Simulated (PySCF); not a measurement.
Homolysis of single bonds, series Al Cl-H. All species are isolated molecules in the gas phase. Strings in code marks are SMILES.

All values below come from PBE-D3(BJ)/def2-TZVP // TPSSh-D3(BJ)/def2-TZVP in PySCF. 

| species | HOMO–LUMO gap (eV) | LUMO (eV) |
|---|---|---|
| whole molecule (`[Cl][Al]([Cl])[Cl]`) | 5.79 | -2.17 |
| radical fragment (`[Cl][Al][Cl]`) | – | – |
| whole molecule (`[Cl][AlH][Cl]`) | 5.73 | -2.21 |
| radical fragment (`[Cl][AlH]`) | – | – |
| whole molecule (`[AlH2][Cl]`) | 4.87 | … |
| whole molecule (`[AlH3]`) | 4.78 | … |

Question: Fill in the missing entries.

Answer: 
- whole molecule (`[AlH2][Cl]`), LUMO (eV): -2.41
- whole molecule (`[AlH3]`), LUMO (eV): -2.53
